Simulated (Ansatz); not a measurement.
# C2H2S (SMILES C#CS): a rigid scan of the angle H5–S3–C2

Aim: the energy along the angle H5–S3–C2, from CCSD(T) and from cheaper methods, relative to the minimum. No other atom is relaxed.

Method: single points in def2-TZVPP; program: Ansatz 0.2.0, Gaussian basis.

Levels: PBE-D4, r2SCAN-D4, PBE0-D4, B3LYP-D4, wB97M-V, Hartree-Fock, MP2, CCSD, CCSD(T). The scan takes 78.7, 83.2, 87.7, 92.2, 96.7, 101.2, 105.7, 110.2, 114.7°.

Cores are frozen in the correlated methods. B3LYP uses VWN-RPA correlation.

28 further runs of the same task are left out: 28 set aside as unsound or not needed.

## Step 1: The starting structure

The minimum, relaxed at PBE0-D4: SMILES `C#CS`, 5 atoms, charge 0, spin multiplicity 1.

Atoms are counted from 1 here; the program's logs count them from 0.

Bond lengths: C1–C2 1.204 Å, C1–H4 1.064 Å, C2–S3 1.679 Å, S3–H5 1.346 Å. Angles: C2–C1–H4 179.3°, C1–C2–S3 175.2°, C2–S3–H5 96.7°.

Coordinates:

```
C    -1.1968   -0.3420    0.0019
C     0.0007   -0.2237    0.0261
S     1.6789   -0.1976    0.0834
H    -2.2568   -0.4334   -0.0218
H     1.8239    1.1231   -0.1310
```

Energies of the minimum (eV), from earlier single points: PBE-D4 -12933.52046, r2SCAN-D4 -12938.77195, PBE0-D4 -12934.44215, B3LYP-D4 -12941.56201, wB97M-V -12939.39315, CCSD(T) -12923.30745.

At the minimum the angle H5–S3–C2 is 96.7°.

## Step 2: H5–S3–C2 = 78.7°

ccsdt-tzvpp/in.yaml

```yaml
crystal:
  periodic: [false, false, false]
  atoms:
    - {symbol: C, position_ang: [-1.196758, -0.341980, 0.001867]}
    - {symbol: C, position_ang: [0.000682, -0.223683, 0.026135]}
    - {symbol: S, position_ang: [1.678888, -0.197622, 0.083396]}
    - {symbol: H, position_ang: [-2.256772, -0.433404, -0.021842]}
    - {symbol: H, position_ang: [1.402554, 1.099996, -0.142578]}
basis:
  gaussian: {orbitals: def2-TZVPP}
correlation: {method: ccsd_t}
```

The command line of these runs was not kept.

After this run come: H5–S3–C2 = 83.2°; H5–S3–C2 = 87.7°; H5–S3–C2 = 92.2°; H5–S3–C2 = 96.7°; H5–S3–C2 = 101.2°; H5–S3–C2 = 105.7°; H5–S3–C2 = 110.2°; H5–S3–C2 = 114.7°.

**Question.** What will these runs give? Wanted: highest point, CCSD(T); lowest point, CCSD(T); minimum along the scan, CCSD(T); RMS deviation from CCSD(T); largest T1 diagnostic.

**Answer**, as computed:

| quantity | value |
| --- | --- |
| highest point, CCSD(T) | 0.285 eV at 78.7° |
| lowest point, CCSD(T) | 0.000 eV at 96.7° |
| minimum along the scan, CCSD(T) | 96.5° |
| curvature there | 1.74 meV/deg² |
| RMS deviation from CCSD(T) | PBE-D4 0.012, r2SCAN-D4 0.009, PBE0-D4 0.005, B3LYP-D4 0.014, wB97M-V 0.001, Hartree-Fock 0.039, MP2 0.007, CCSD 0.005 eV |
| largest T1 diagnostic | 0.014 |

A polynomial through the near points puts the CCSD(T) minimum 0.2° below the PBE0-D4 value. Curvature against CCSD(T): PBE-D4 -6 %, Hartree-Fock +17 %. The curve of wB97M-V lies nearest to CCSD(T), that of Hartree-Fock farthest.
